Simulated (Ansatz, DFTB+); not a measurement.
How well does each level of theory give the lattice constant a of bcc Nb?

Reference value: 3.294 Å (measured, static lattice: zero-point anharmonic expansion removed; as tabulated in Mejia-Rodriguez and Trickey (2018), arXiv:1807.09216).

Q: Put these levels in order of the lattice constant a that they give for bcc Nb, smallest first: GFN1-xTB as cut by DFTB+, PBEsol (Ansatz, a first-principles code), r²SCANh (Ansatz).

A: PBEsol (3.271 Å), r²SCANh (3.304 Å), GFN1-xTB as cut by DFTB+ (3.368 Å)

Errors against the reference: GFN1-xTB as cut by DFTB+ +2.25 %, PBEsol -0.70 %, r²SCANh +0.30 %.

GFN1-xTB as cut by DFTB+: the method was fitted mainly to molecules. GFN1-xTB as cut by DFTB+: codes differ in how they cut the long-range tail of xTB's charge interaction in a crystal, so the value belongs to this code. K meshes differ between the levels. Ansatz's density-functional and Hartree–Fock values are scalar-relativistic unless marked +SOC, with PAW data made under PBE.

Differences are worked out from the printed values.
